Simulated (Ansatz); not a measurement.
Two members of one family (Series BH2X), computed with Ansatz in the gas phase. The two geometries come from different levels. Binding counts from free atoms in the multiplicity of their measured ground term, without zero-point energy. A dash marks a value that wasn't run or was left out as unsound. The structures are stationary points that may keep the symmetry of their start.

First: BH2(SiH3) (singlet, charge 0, B3LYP-D4/def2-TZVP geometry).

```xyz
7

B     1.141   -0.329   -0.166
H     1.555   -0.603   -1.248
H     1.925   -0.309    0.731
Si   -0.785    0.171    0.122
H    -1.273   -0.119    1.493
H    -1.712   -0.458   -0.852
H    -0.851    1.646   -0.080
```

| level | HOMO (eV) | LUMO (eV) | gap (eV) | vertical IE (eV) | vertical triplet (eV) | binding per atom (eV) |
| --- | --- | --- | --- | --- | --- | --- |
| PBE-D4/def2-TZVP | -7.24 | -3.49 | 3.75 | 10.65 | 3.20 | 2.99 |
| PBE0-D4/def2-SVP | -8.48 | -2.42 | 6.05 | – | – | 2.99 |
| PBE0-D4/def2-TZVP | -8.46 | -2.46 | 6.00 | 10.79 | 3.31 | 3.00 |
| HSE06-D4/def2-TZVP | -8.06 | -2.85 | 5.21 | – | – | 3.00 |
| CAM-B3LYP-D4/def2-TZVP | -9.84 | -1.32 | 8.51 | – | – | 3.05 |

Second: BH2(SMe) (singlet, charge 0, PBE0-D4/def2-TZVP geometry).

```xyz
8

B    -0.790    0.954    0.991
H    -1.059    1.523   -0.024
H    -1.176    1.316    2.059
S     0.208   -0.482    0.987
C     0.637   -0.779   -0.746
H     0.140   -0.049   -1.381
H     0.323   -1.784   -1.022
H     1.717   -0.699   -0.865
```

Estimate the same table for the second.


```json
{"level": "PBE-D4/def2-TZVP", "HOMO (eV)": "-6.74", "LUMO (eV)": "-1.98", "gap (eV)": "4.76", "vertical IE (eV)": "10.11", "vertical triplet (eV)": "4.45", "binding per atom (eV)": "3.69"}
{"level": "PBE0-D4/def2-SVP", "HOMO (eV)": "-7.82", "LUMO (eV)": "-0.89", "gap (eV)": "6.94", "vertical IE (eV)": "–", "vertical triplet (eV)": "–", "binding per atom (eV)": "3.66"}
{"level": "PBE0-D4/def2-TZVP", "HOMO (eV)": "-7.85", "LUMO (eV)": "-1.04", "gap (eV)": "6.80", "vertical IE (eV)": "10.11", "vertical triplet (eV)": "4.44", "binding per atom (eV)": "3.65"}
{"level": "HSE06-D4/def2-TZVP", "HOMO (eV)": "-7.45", "LUMO (eV)": "-1.42", "gap (eV)": "6.02", "vertical IE (eV)": "–", "vertical triplet (eV)": "–", "binding per atom (eV)": "3.65"}
{"level": "CAM-B3LYP-D4/def2-TZVP", "HOMO (eV)": "-9.13", "LUMO (eV)": "0.04", "gap (eV)": "9.18", "vertical IE (eV)": "–", "vertical triplet (eV)": "–", "binding per atom (eV)": "3.64"}
```
